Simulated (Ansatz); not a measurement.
# CHSi (doublet): B2PLYP, PBE-QIDH, RPA-PBE over a scan of the scale of all distances, 6-31G

Aim: run CHSi (doublet) with these functionals over a scan of the scale of all distances, and hold them against the top wave-function level at the same points.

Computed with Ansatz 0.2.0, Gaussian basis. Level: 6-31G, all electrons in the functionals, frozen cores in the correlation of double hybrids and RPA.

To be run: B2PLYP, PBE-QIDH, RPA-PBE, at 0.882; 1.000; 1.130; 1.299; 1.479; 1.751; 1.986; 2.390.

12 further runs of the same task are left out: 2 for a known fault of the program, 9 that didn't finish, 1 set aside as unsound or not needed.

**1. What is computed**

The geometry derives from a PBE0/def2-TZVP stationary point (not a proven minimum). All distances are scaled together.

3 atoms, charge 0, spin multiplicity 2.

Atoms are counted from 1 here; the program's logs count them from 0.

Bond lengths: Si1–C2 1.682 Å, C2–H3 1.079 Å. Angles: Si1–C2–H3 180.0°.

Coordinates:

```
Si    0.00000    0.00000    1.48144
C     0.00000    0.00000   -0.20101
H     0.00000    0.00000   -1.28043
```

No dispersion term is added.

The geometry shown and the zero of energy belong to the point 1.000. The yardstick, FCI, and other wave-function levels (R restricted, U unrestricted, valence and pair active spaces) come from earlier runs.

**2. B2PLYP, 0.882**

in.yaml

```yaml
crystal:
  periodic: [false, false, false]
  atoms:
    - {symbol: Si, position_ang: [0.000000, 0.000000, 1.306632]}
    - {symbol: C, position_ang: [0.000000, 0.000000, -0.177290]}
    - {symbol: H, position_ang: [0.000000, 0.000000, -1.129341]}
basis:
  gaussian: {orbitals: 6-31G}
magnetization: {spin_polarized: true, initial_magnetization: 1}
hamiltonian: {xc: {name: B2PLYP}}
correlation: {electrons: outside_noble_gas}
```

On the command line:

```console
ansatz run in.yaml --threads 1 --pin off --events-out ev --progress --plain --max-ram 2393MiB
```

The program printed:

```text
Functional definition: B2PLYP
  name "B2PLYP"
  cite "Grimme, J. Chem. Phys. 124, 034108 (2006) doi:10.1063/1.2148954"
  cite "Becke, Phys. Rev. A 38, 3098 (1988) doi:10.1103/PhysRevA.38.3098"
  cite "Lee, Yang & Parr, Phys. Rev. B 37, 785 (1988) doi:10.1103/PhysRevB.37.785"
  parameter a = 0.53
  parameter c = 0.27
  exchange = (1 - a)*b88_x + a*exact_x
  correlation = (1 - c)*lyp_c + c*(mp2_os + mp2_ss)
299 factors; integrals over basis functions are off by at most 2.3e-4 eV
mean field evaluation 1: about -8907.9139 eV, gradient 3.8e1 eV
mean field evaluation 2: about -8907.9160 eV, gradient 3.8e1 eV
mean field evaluation 4: about -8916.1351 eV, gradient 6.3e0 eV
mean field evaluation 8: about -8916.5154 eV, gradient 3.0e-1 eV
mean field evaluation 16: about -8916.5299 eV, gradient 7.7e-5 eV
mean field evaluation 32: about -8917.3786 eV, gradient 5.5e-6 eV
mean field evaluation 64: about -8903.6866 eV, gradient 6.1e0 eV
mean field evaluation 96: about -8916.4303 eV, gradient 4.5e0 eV
mean field -8917.37857664 eV, -327.7076182753 hartree, gradient 4.9e-6 eV, S^2 0.756377; 10 other end points of the search recorded, 0 dependent functions left out
6 core orbitals not correlated: weight in the atoms' cores, before any rotation towards them, 1.000 or more for the frozen orbitals, at most 0.000 for the correlated occupied ones
reference -8917.37867627 eV, -327.7076219365 hartree; 5, 4 occupied and 13, 14 virtual orbitals, 299 factors
second order -3.79614426 eV of doubles, -0.00000000 eV of singles
Total energy: -8918.40363522 eV, -327.7452884831 hartree
```

Run time: 3.3 s. Hardware: 1 thread of Arm Neoverse V1, shared host.

From the report: ⟨S²⟩ of the determinant 0.756 (pure doublet: 0.75).

**3. B2PLYP, 1.000**

in.yaml

```yaml
crystal:
  periodic: [false, false, false]
  atoms:
    - {symbol: Si, position_ang: [0.000000, 0.000000, 1.481442]}
    - {symbol: C, position_ang: [0.000000, 0.000000, -0.201009]}
    - {symbol: H, position_ang: [0.000000, 0.000000, -1.280432]}
basis:
  gaussian: {orbitals: 6-31G}
magnetization: {spin_polarized: true, initial_magnetization: 1}
hamiltonian: {xc: {name: B2PLYP}}
correlation: {electrons: outside_noble_gas}
```

Same command.

The program printed (excerpt; [...] marks lines left out):

```text
Functional definition: B2PLYP
  name "B2PLYP"
  cite "Grimme, J. Chem. Phys. 124, 034108 (2006) doi:10.1063/1.2148954"
  cite "Becke, Phys. Rev. A 38, 3098 (1988) doi:10.1103/PhysRevA.38.3098"
  cite "Lee, Yang & Parr, Phys. Rev. B 37, 785 (1988) doi:10.1103/PhysRevB.37.785"
[...]
299 factors; integrals over basis functions are off by at most 2.4e-4 eV
[...]
mean field -8919.03327174 eV, -327.7684271986 hartree, gradient 3.6e-6 eV, S^2 0.790157; 4 other end points of the search recorded, 0 dependent functions left out
6 core orbitals not correlated: weight in the atoms' cores, before any rotation towards them, 1.000 or more for the frozen orbitals, at most 0.000 for the correlated occupied ones
reference -8919.03337104 eV, -327.7684308476 hartree; 5, 4 occupied and 13, 14 virtual orbitals, 299 factors
second order -4.33277814 eV of doubles, -0.00000000 eV of singles
Total energy: -8920.20322113 eV, -327.8114220457 hartree
```

Wall time 1 s (1 thread of Arm Neoverse V1, shared host).

From the report: ⟨S²⟩ of the determinant 0.790 (pure doublet: 0.75).

**4. B2PLYP, 1.130**

in.yaml

```yaml
crystal:
  periodic: [false, false, false]
  atoms:
    - {symbol: Si, position_ang: [0.000000, 0.000000, 1.674029]}
    - {symbol: C, position_ang: [0.000000, 0.000000, -0.227141]}
    - {symbol: H, position_ang: [0.000000, 0.000000, -1.446889]}
basis:
  gaussian: {orbitals: 6-31G}
magnetization: {spin_polarized: true, initial_magnetization: 1}
hamiltonian: {xc: {name: B2PLYP}}
correlation: {electrons: outside_noble_gas}
```

The command is unchanged.

The program printed (excerpt; [...] marks lines left out):

```text
Functional definition: B2PLYP
  name "B2PLYP"
  cite "Grimme, J. Chem. Phys. 124, 034108 (2006) doi:10.1063/1.2148954"
  cite "Becke, Phys. Rev. A 38, 3098 (1988) doi:10.1103/PhysRevA.38.3098"
  cite "Lee, Yang & Parr, Phys. Rev. B 37, 785 (1988) doi:10.1103/PhysRevB.37.785"
[...]
299 factors; integrals over basis functions are off by at most 2.7e-4 eV
[...]
mean field -8918.42738315 eV, -327.7461612034 hartree, gradient 2.8e-6 eV, S^2 1.147122; 1 other end points of the search recorded, 0 dependent functions left out
6 core orbitals not correlated: weight in the atoms' cores, before any rotation towards them, 1.000 or more for the frozen orbitals, at most 0.000 for the correlated occupied ones
reference -8918.42748639 eV, -327.7461649977 hartree; 5, 4 occupied and 13, 14 virtual orbitals, 299 factors
second order -3.99903536 eV of doubles, -0.00000000 eV of singles
Total energy: -8919.50722594 eV, -327.7858446942 hartree
```

It took 1.5 s on 1 thread of Arm Neoverse V1, shared host.

From the report: ⟨S²⟩ of the determinant 1.147 (pure doublet: 0.75).

From 1.000: +16.1 kcal/mol.

**5. B2PLYP, 1.299**

in.yaml

```yaml
crystal:
  periodic: [false, false, false]
  atoms:
    - {symbol: Si, position_ang: [0.000000, 0.000000, 1.924393]}
    - {symbol: C, position_ang: [0.000000, 0.000000, -0.261111]}
    - {symbol: H, position_ang: [0.000000, 0.000000, -1.663282]}
basis:
  gaussian: {orbitals: 6-31G}
magnetization: {spin_polarized: true, initial_magnetization: 1}
hamiltonian: {xc: {name: B2PLYP}}
correlation: {electrons: outside_noble_gas}
```

The command is unchanged.

The program printed (excerpt; [...] marks lines left out):

```text
Functional definition: B2PLYP
  name "B2PLYP"
  cite "Grimme, J. Chem. Phys. 124, 034108 (2006) doi:10.1063/1.2148954"
  cite "Becke, Phys. Rev. A 38, 3098 (1988) doi:10.1103/PhysRevA.38.3098"
  cite "Lee, Yang & Parr, Phys. Rev. B 37, 785 (1988) doi:10.1103/PhysRevB.37.785"
[...]
299 factors; integrals over basis functions are off by at most 3.0e-4 eV
[...]
mean field -8916.64309066 eV, -327.6805896641 hartree, gradient 9.6e-6 eV, S^2 1.499143; 5 other end points of the search recorded, 0 dependent functions left out
6 core orbitals not correlated: weight in the atoms' cores, before any rotation towards them, 1.000 or more for the frozen orbitals, at most 0.000 for the correlated occupied ones
reference -8916.64320039 eV, -327.6805936967 hartree; 5, 4 occupied and 13, 14 virtual orbitals, 299 factors
second order -3.65228962 eV of doubles, -0.00000000 eV of singles
Total energy: -8917.62931859 eV, -327.7168328720 hartree
```

Wall time 2.1 s (1 thread of Arm Neoverse V1, shared host).

From the report: ⟨S²⟩ of the determinant 1.499 (pure doublet: 0.75). The determinant is far from a pure spin state, so its energy mixes those of several spin states (harmless only where they are near-degenerate, as at dissociation).

From 1.000: +59.4 kcal/mol.

**6. B2PLYP, 1.479**

in.yaml

```yaml
crystal:
  periodic: [false, false, false]
  atoms:
    - {symbol: Si, position_ang: [0.000000, 0.000000, 2.191052]}
    - {symbol: C, position_ang: [0.000000, 0.000000, -0.297293]}
    - {symbol: H, position_ang: [0.000000, 0.000000, -1.893759]}
basis:
  gaussian: {orbitals: 6-31G}
magnetization: {spin_polarized: true, initial_magnetization: 1}
hamiltonian: {xc: {name: B2PLYP}}
correlation: {electrons: outside_noble_gas}
```

Launched as before.

The program printed (excerpt; [...] marks lines left out):

```text
Functional definition: B2PLYP
  name "B2PLYP"
  cite "Grimme, J. Chem. Phys. 124, 034108 (2006) doi:10.1063/1.2148954"
  cite "Becke, Phys. Rev. A 38, 3098 (1988) doi:10.1103/PhysRevA.38.3098"
  cite "Lee, Yang & Parr, Phys. Rev. B 37, 785 (1988) doi:10.1103/PhysRevB.37.785"
[...]
299 factors; integrals over basis functions are off by at most 3.3e-4 eV
[...]
mean field -8914.63354303 eV, -327.6067401508 hartree, gradient 3.0e-6 eV, S^2 1.661842; 13 other end points of the search recorded, 0 dependent functions left out
6 core orbitals not correlated: weight in the atoms' cores, before any rotation towards them, 1.000 or more for the frozen orbitals, at most 0.000 for the correlated occupied ones
reference -8914.63366345 eV, -327.6067445760 hartree; 5, 4 occupied and 13, 14 virtual orbitals, 299 factors
second order -3.77024213 eV of doubles, -0.00000000 eV of singles
Total energy: -8915.65162882 eV, -327.6441541136 hartree
```

It took 4.7 s on 1 thread of Arm Neoverse V1, shared host.

From the report: ⟨S²⟩ of the determinant 1.662 (pure doublet: 0.75). The determinant is far from a pure spin state, so its energy mixes those of several spin states (harmless only where they are near-degenerate, as at dissociation).

From 1.000: +105.0 kcal/mol.

**7. B2PLYP, 1.751**

in.yaml

```yaml
crystal:
  periodic: [false, false, false]
  atoms:
    - {symbol: Si, position_ang: [0.000000, 0.000000, 2.594004]}
    - {symbol: C, position_ang: [0.000000, 0.000000, -0.351967]}
    - {symbol: H, position_ang: [0.000000, 0.000000, -2.242037]}
basis:
  gaussian: {orbitals: 6-31G}
magnetization: {spin_polarized: true, initial_magnetization: 1}
hamiltonian: {xc: {name: B2PLYP}}
correlation: {electrons: outside_noble_gas}
```

The command is unchanged.

The program printed (excerpt; [...] marks lines left out):

```text
Functional definition: B2PLYP
  name "B2PLYP"
  cite "Grimme, J. Chem. Phys. 124, 034108 (2006) doi:10.1063/1.2148954"
  cite "Becke, Phys. Rev. A 38, 3098 (1988) doi:10.1103/PhysRevA.38.3098"
  cite "Lee, Yang & Parr, Phys. Rev. B 37, 785 (1988) doi:10.1103/PhysRevB.37.785"
[...]
299 factors; integrals over basis functions are off by at most 2.0e-4 eV
[...]
mean field -8912.74029577 eV, -327.5371645972 hartree, gradient 7.3e-7 eV, S^2 2.107795; 19 other end points of the search recorded, 0 dependent functions left out
6 core orbitals not correlated: weight in the atoms' cores, before any rotation towards them, 1.000 or more for the frozen orbitals, at most 0.000 for the correlated occupied ones
reference -8912.74043284 eV, -327.5371696345 hartree; 5, 4 occupied and 13, 14 virtual orbitals, 299 factors
second order -2.24203880 eV of doubles, -0.00000000 eV of singles
Total energy: -8913.34578332 eV, -327.5594158542 hartree
```

Wall time 7 s (1 thread of Arm Neoverse V1, shared host).

From the report: ⟨S²⟩ of the determinant 2.108 (pure doublet: 0.75). The determinant is far from a pure spin state, so its energy mixes those of several spin states (harmless only where they are near-degenerate, as at dissociation).

From 1.000: +158.1 kcal/mol.

**8. B2PLYP, 1.986**

in.yaml

```yaml
crystal:
  periodic: [false, false, false]
  atoms:
    - {symbol: Si, position_ang: [0.000000, 0.000000, 2.942143]}
    - {symbol: C, position_ang: [0.000000, 0.000000, -0.399205]}
    - {symbol: H, position_ang: [0.000000, 0.000000, -2.542939]}
basis:
  gaussian: {orbitals: 6-31G}
magnetization: {spin_polarized: true, initial_magnetization: 1}
hamiltonian: {xc: {name: B2PLYP}}
correlation: {electrons: outside_noble_gas}
```

The command is unchanged.

The program printed (excerpt; [...] marks lines left out):

```text
Functional definition: B2PLYP
  name "B2PLYP"
  cite "Grimme, J. Chem. Phys. 124, 034108 (2006) doi:10.1063/1.2148954"
  cite "Becke, Phys. Rev. A 38, 3098 (1988) doi:10.1103/PhysRevA.38.3098"
  cite "Lee, Yang & Parr, Phys. Rev. B 37, 785 (1988) doi:10.1103/PhysRevB.37.785"
[...]
299 factors; integrals over basis functions are off by at most 1.3e-4 eV
[...]
mean field -8912.21246445 eV, -327.5177671539 hartree, gradient 2.6e-8 eV, S^2 2.441128; 22 other end points of the search recorded, 0 dependent functions left out
6 core orbitals not correlated: weight in the atoms' cores, before any rotation towards them, 1.000 or more for the frozen orbitals, at most 0.000 for the correlated occupied ones
reference -8912.21261067 eV, -327.5177725276 hartree; 5, 4 occupied and 13, 14 virtual orbitals, 299 factors
second order -1.66687709 eV of doubles, -0.00000000 eV of singles
Total energy: -8912.66266749 eV, -327.5343118105 hartree
```

Wall time 10 s (1 thread of Arm Neoverse V1, shared host).

From the report: ⟨S²⟩ of the determinant 2.441 (pure doublet: 0.75). The determinant is far from a pure spin state, so its energy mixes those of several spin states (harmless only where they are near-degenerate, as at dissociation).

From 1.000: +173.9 kcal/mol.

**9. B2PLYP, 2.390**

in.yaml

```yaml
crystal:
  periodic: [false, false, false]
  atoms:
    - {symbol: Si, position_ang: [0.000000, 0.000000, 3.540646]}
    - {symbol: C, position_ang: [0.000000, 0.000000, -0.480412]}
    - {symbol: H, position_ang: [0.000000, 0.000000, -3.060233]}
basis:
  gaussian: {orbitals: 6-31G}
magnetization: {spin_polarized: true, initial_magnetization: 1}
hamiltonian: {xc: {name: B2PLYP}}
correlation: {electrons: outside_noble_gas}
```

The command is unchanged.

The program printed (excerpt; [...] marks lines left out):

```text
Functional definition: B2PLYP
  name "B2PLYP"
  cite "Grimme, J. Chem. Phys. 124, 034108 (2006) doi:10.1063/1.2148954"
  cite "Becke, Phys. Rev. A 38, 3098 (1988) doi:10.1103/PhysRevA.38.3098"
  cite "Lee, Yang & Parr, Phys. Rev. B 37, 785 (1988) doi:10.1103/PhysRevB.37.785"
[...]
299 factors; integrals over basis functions are off by at most 2.0e-4 eV
[...]
mean field -8911.88131749 eV, -327.5055977277 hartree, gradient 2.4e-9 eV, S^2 2.662197; 24 other end points of the search recorded, 0 dependent functions left out
6 core orbitals not correlated: weight in the atoms' cores, before any rotation towards them, 1.000 or more for the frozen orbitals, at most 0.000 for the correlated occupied ones
reference -8911.88147444 eV, -327.5056034956 hartree; 5, 4 occupied and 13, 14 virtual orbitals, 299 factors
second order -1.40804074 eV of doubles, -0.00000000 eV of singles
Total energy: -8912.26164544 eV, -327.5195745221 hartree
```

It took 16 s on 1 thread of Arm Neoverse V1, shared host.

From the report: ⟨S²⟩ of the determinant 2.662 (pure doublet: 0.75). The determinant is far from a pure spin state, so its energy mixes those of several spin states (harmless only where they are near-degenerate, as at dissociation).

From 1.000: +183.1 kcal/mol.

**10. PBE-QIDH, 0.882**

in.yaml

```yaml
crystal:
  periodic: [false, false, false]
  atoms:
    - {symbol: Si, position_ang: [0.000000, 0.000000, 1.306632]}
    - {symbol: C, position_ang: [0.000000, 0.000000, -0.177290]}
    - {symbol: H, position_ang: [0.000000, 0.000000, -1.129341]}
basis:
  gaussian: {orbitals: 6-31G}
magnetization: {spin_polarized: true, initial_magnetization: 1}
hamiltonian: {xc: {name: PBE-QIDH}}
correlation: {electrons: outside_noble_gas}
```

Launched as before.

The program printed (excerpt; [...] marks lines left out):

```text
Functional definition: PBE-QIDH
  name "PBE-QIDH"
  cite "Brémond, Sancho-García, Pérez-Jiménez & Adamo, J. Chem. Phys. 141, 031101 (2014) doi:10.1063/1.4890314"
  cite "Perdew, Burke & Ernzerhof, Phys. Rev. Lett. 77, 3865 (1996) doi:10.1103/PhysRevLett.77.3865"
[...]
299 factors; integrals over basis functions are off by at most 2.3e-4 eV
[...]
mean field -8913.88045623 eV, -327.5790647212 hartree, gradient 2.0e-6 eV, S^2 0.760182; 6 other end points of the search recorded, 0 dependent functions left out
6 core orbitals not correlated: weight in the atoms' cores, before any rotation towards them, 1.000 or more for the frozen orbitals, at most 0.000 for the correlated occupied ones
reference -8913.88046319 eV, -327.5790649771 hartree; 5, 4 occupied and 13, 14 virtual orbitals, 299 factors
second order -3.40323245 eV of doubles, -0.00000000 eV of singles
Total energy: -8915.01487401 eV, -327.6207538057 hartree
```

Wall time 1.6 s (1 thread of Arm Neoverse V1, shared host).

From the report: ⟨S²⟩ of the determinant 0.760 (pure doublet: 0.75).

**11. PBE-QIDH, 1.000**

in.yaml

```yaml
crystal:
  periodic: [false, false, false]
  atoms:
    - {symbol: Si, position_ang: [0.000000, 0.000000, 1.481442]}
    - {symbol: C, position_ang: [0.000000, 0.000000, -0.201009]}
    - {symbol: H, position_ang: [0.000000, 0.000000, -1.280432]}
basis:
  gaussian: {orbitals: 6-31G}
magnetization: {spin_polarized: true, initial_magnetization: 1}
hamiltonian: {xc: {name: PBE-QIDH}}
correlation: {electrons: outside_noble_gas}
```

Launched as before.

The program printed (excerpt; [...] marks lines left out):

```text
Functional definition: PBE-QIDH
  name "PBE-QIDH"
  cite "Brémond, Sancho-García, Pérez-Jiménez & Adamo, J. Chem. Phys. 141, 031101 (2014) doi:10.1063/1.4890314"
  cite "Perdew, Burke & Ernzerhof, Phys. Rev. Lett. 77, 3865 (1996) doi:10.1103/PhysRevLett.77.3865"
[...]
299 factors; integrals over basis functions are off by at most 2.4e-4 eV
[...]
mean field -8915.50088647 eV, -327.6386144343 hartree, gradient 8.3e-6 eV, S^2 0.867259; 4 other end points of the search recorded, 0 dependent functions left out
6 core orbitals not correlated: weight in the atoms' cores, before any rotation towards them, 1.000 or more for the frozen orbitals, at most 0.000 for the correlated occupied ones
reference -8915.50089340 eV, -327.6386146889 hartree; 5, 4 occupied and 13, 14 virtual orbitals, 299 factors
second order -3.66296139 eV of doubles, -0.00000000 eV of singles
Total energy: -8916.72188053 eV, -327.6834851383 hartree
```

It took 1.1 s on 1 thread of Arm Neoverse V1, shared host.

From the report: ⟨S²⟩ of the determinant 0.867 (pure doublet: 0.75).

**12. PBE-QIDH, 1.130**

in.yaml

```yaml
crystal:
  periodic: [false, false, false]
  atoms:
    - {symbol: Si, position_ang: [0.000000, 0.000000, 1.674029]}
    - {symbol: C, position_ang: [0.000000, 0.000000, -0.227141]}
    - {symbol: H, position_ang: [0.000000, 0.000000, -1.446889]}
basis:
  gaussian: {orbitals: 6-31G}
magnetization: {spin_polarized: true, initial_magnetization: 1}
hamiltonian: {xc: {name: PBE-QIDH}}
correlation: {electrons: outside_noble_gas}
```

Launched as before.

The program printed (excerpt; [...] marks lines left out):

```text
Functional definition: PBE-QIDH
  name "PBE-QIDH"
  cite "Brémond, Sancho-García, Pérez-Jiménez & Adamo, J. Chem. Phys. 141, 031101 (2014) doi:10.1063/1.4890314"
  cite "Perdew, Burke & Ernzerhof, Phys. Rev. Lett. 77, 3865 (1996) doi:10.1103/PhysRevLett.77.3865"
[...]
299 factors; integrals over basis functions are off by at most 2.7e-4 eV
[...]
mean field -8914.94423879 eV, -327.6181580095 hartree, gradient 1.5e-6 eV, S^2 1.291184; 4 other end points of the search recorded, 0 dependent functions left out
6 core orbitals not correlated: weight in the atoms' cores, before any rotation towards them, 1.000 or more for the frozen orbitals, at most 0.000 for the correlated occupied ones
reference -8914.94424608 eV, -327.6181582771 hartree; 5, 4 occupied and 13, 14 virtual orbitals, 299 factors
second order -3.18159237 eV of doubles, -0.00000000 eV of singles
Total energy: -8916.00477687 eV, -327.6571320649 hartree
```

Wall time 2.1 s (1 thread of Arm Neoverse V1, shared host).

From the report: ⟨S²⟩ of the determinant 1.291 (pure doublet: 0.75). The determinant is far from a pure spin state, so its energy mixes those of several spin states (harmless only where they are near-degenerate, as at dissociation).

From 1.000: +16.5 kcal/mol.

**13. PBE-QIDH, 1.299**

in.yaml

```yaml
crystal:
  periodic: [false, false, false]
  atoms:
    - {symbol: Si, position_ang: [0.000000, 0.000000, 1.924393]}
    - {symbol: C, position_ang: [0.000000, 0.000000, -0.261111]}
    - {symbol: H, position_ang: [0.000000, 0.000000, -1.663282]}
basis:
  gaussian: {orbitals: 6-31G}
magnetization: {spin_polarized: true, initial_magnetization: 1}
hamiltonian: {xc: {name: PBE-QIDH}}
correlation: {electrons: outside_noble_gas}
```

Same command.

The program printed (excerpt; [...] marks lines left out):

```text
Functional definition: PBE-QIDH
  name "PBE-QIDH"
  cite "Brémond, Sancho-García, Pérez-Jiménez & Adamo, J. Chem. Phys. 141, 031101 (2014) doi:10.1063/1.4890314"
  cite "Perdew, Burke & Ernzerhof, Phys. Rev. Lett. 77, 3865 (1996) doi:10.1103/PhysRevLett.77.3865"
[...]
299 factors; integrals over basis functions are off by at most 3.0e-4 eV
[...]
mean field -8913.15215603 eV, -327.5523001826 hartree, gradient 1.5e-6 eV, S^2 1.578862; 4 other end points of the search recorded, 0 dependent functions left out
6 core orbitals not correlated: weight in the atoms' cores, before any rotation towards them, 1.000 or more for the frozen orbitals, at most 0.000 for the correlated occupied ones
reference -8913.15216370 eV, -327.5523004644 hartree; 5, 4 occupied and 13, 14 virtual orbitals, 299 factors
second order -3.00514853 eV of doubles, -0.00000000 eV of singles
Total energy: -8914.15387987 eV, -327.5891128549 hartree
```

It took 2 s on 1 thread of Arm Neoverse V1, shared host.

From the report: ⟨S²⟩ of the determinant 1.579 (pure doublet: 0.75). The determinant is far from a pure spin state, so its energy mixes those of several spin states (harmless only where they are near-degenerate, as at dissociation).

From 1.000: +59.2 kcal/mol.

[end of part 1 of 2]
